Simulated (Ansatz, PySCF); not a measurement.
Species: dimethylether, C2H6O, net charge 0, singlet state. SMILES: O(C)C
Geometry: optimised at B3LYP-D3(BJ)/def2-TZVP (Ansatz, a quantum-chemistry and plane-wave program).

HF/3-21G beside other levels, property by property. Terms: valence correlation only; dispersion terms only where a functional's name holds one; spin-orbit terms left out; LANL2DZ all-electron up to Ne; non-relativistic; open shells spin-unrestricted; atomisation electronic, to ground-state atoms. Basis-set limits of correlation are two-point, X^-3; Hartree-Fock from the larger set. [CCSD(T)-MP2]/basis is that difference in the basis named. Ab initio and DFT rows: single points at B3LYP-D3(BJ) geometries (Ansatz), with unscaled harmonic terms from B3LYP/6-31G* at its own minima, enthalpies of formation by atomisation with measured atoms.

Measured values: Active Thermochemical Tables 1.112 (ions: stationary electron), as tabulated in the package chemicals; Active Thermochemical Tables 1.112 (ions: stationary electron), as tabulated in the package chemicals; G2/97 table in ASE (Curtiss et al.); they hold spin-orbit and core effects, anharmonicity. Coupled cluster (Ansatz) is a level with limits of its own, used here on species with T1 under 0.025 (0.045 for open shells) and stable references: (a) RI-MP2/CBS(aug-cc-pVTZ,aug-cc-pVQZ)+[CCSD(T)-MP2]/aug-cc-pVTZ; (b) RI-MP2/CBS(cc-pVTZ,cc-pVQZ)+[CCSD(T)-MP2]/cc-pVTZ.

| property | HF/3-21G (Ansatz) | BP86/def2-SVP (PySCF) | B3LYP/STO-3G (Ansatz) | B3LYP/LANL2DZ (Ansatz) | to compare with |
|---|---|---|---|---|---|
| proton affinity at O (heteroatom site), enthalpy at 298 K, to C[OH+]C (kcal/mol) | 204.4 | 189.0 | 235.0 | 194.5 | 189.4 coupled cluster (b) |
| enthalpy of formation at 298 K (kcal/mol) | 203.3 | -69.0 | -176.5 | -11.5 | -44.0 measured |
| C-H bond dissociation enthalpy at 298 K, to [CH2]OC + H atom (kcal/mol) | 74.3 | 93.2 | 118.2 | 94.2 | 97.0 coupled cluster (b) |
| atomisation energy (kcal/mol) | 551.5 | 823.8 | 931.3 | 766.3 | 798.6 coupled cluster (a) |
| C-O bond dissociation enthalpy at 298 K, to [CH3] (CH3) + C[O] (CH3O) (kcal/mol) | 44.6 | 82.1 | 91.9 | 69.4 | 83.1 measured |

As the rows show:
- proton affinity at O (heteroatom site), enthalpy at 298 K, to C[OH+]C: HF/3-21G lies 15.0 kcal/mol above coupled cluster.
- enthalpy of formation at 298 K: HF/3-21G lies 247.3 kcal/mol above the measured value.
- C-H bond dissociation enthalpy at 298 K, to [CH2]OC + H atom: HF/3-21G lies 22.7 kcal/mol below coupled cluster.
- atomisation energy: HF/3-21G lies 247.1 kcal/mol below coupled cluster.
- C-O bond dissociation enthalpy at 298 K, to [CH3] (CH3) + C[O] (CH3O): HF/3-21G lies 38.5 kcal/mol below the measured value.

The properties are those with a value to compare with, at most eight drawn at random. No case is left out for the size of its miss. Left out are saddle points of the reference geometry, anions that the best level run finds unbound, excited spin states, species near biochemistry, cases with under five habitual levels, runs that failed or whose electronic state is in doubt, and table entries that another table contradicts.
